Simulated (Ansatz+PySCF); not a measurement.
Results of a calculation; reference values are marked as such.
Input for PySCF 2.14.0:

```python
from pyscf import gto, scf, cc

mol = gto.M(atom="""
C 0.000000 0.000000 0.000000
Al 0.627680 0.836910 1.811960
""", basis='sto-3g', charge=0, spin=1)
mf = scf.UHF(mol)
mf.kernel()
mycc = cc.CCSD(mf, frozen=6).run()
et = mycc.ccsd_t()
print(mf.e_tot, mycc.e_corr, et, mycc.e_tot + et)
```

The script is written out from the run's settings.

The run gave:

| Property | Result |
| --- | --- |
| Converged | yes |
| Reference energy | -276.13769 hartree |
| CCSD correlation energy | -0.07022 hartree |
| Triples correction | -0.00072 hartree |
| Total energy | -276.20863 hartree |
| Spin squared of the determinant | 0.757 |

This is not the lowest solution: another run reaches a determinant 0.84 eV lower.
